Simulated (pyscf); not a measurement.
PySCF, gas phase, ωB97X-D3(BJ)/def2-SVP geometries. MP2 and CC: frozen core, UHF for open shells. ΔMP2 is the change of the MP2 total energy from the triple- to the quadruple-zeta basis.

Q: Estimate by transition-state theory the rate constant of HO–SiH₂–OH + NH₃ → H₂O + H₂N–SiH₂–OH (singlet surface; O–Si, H–N broken, H–O, N–Si formed) at 900 K, with CCSD(T)/def2-TZVPP + ΔMP2(QZVPP) energies (ideal gas, 1 atm, RRHO with modes under 100 cm⁻¹ raised to 100, one conformer, R ln 2 for chiral ones without a mode under 150 cm⁻¹; no tunnelling).

A: The electronic barrier is 31.3 kcal/mol and the thermal terms add +31.7, so ΔG‡ = 63.0 kcal/mol. With k_BT/h = 1.88e+13 s⁻¹ and RT = 1.788 kcal/mol, and a volume of 1.23e-19 cm³ per molecule at 1 atm, k = 1.1e-21 cm³ molecule⁻¹ s⁻¹. Wigner's tunnelling factor for 1082i cm⁻¹ would be 1.12. A shift of 1 kcal/mol in the barrier changes k by a factor 1.7. On the reactant side the descent ends in an adduct with a N–Si contact, 5.3 kcal/mol under the separated species and 33.9 kcal/mol under the saddle at ωB97X-D3(BJ)/def2-TZVP. On the product side the descent ends in a complex, 4.8 kcal/mol under the separated species and 22.1 kcal/mol under the saddle at ωB97X-D3(BJ)/def2-TZVP. What is counted as formed (N–Si) is already present as a longer contact in the reactant adduct; forming that adduct is a step of its own. At ωB97X-D3(BJ)/def2-TZVP the barrier from the zero used here is 28.5 kcal/mol. This is the saddle that the search found; another between the same sides may lie lower. The CCSD(T) − MP2 part came from Ansatz, without density fitting, on the same reference.
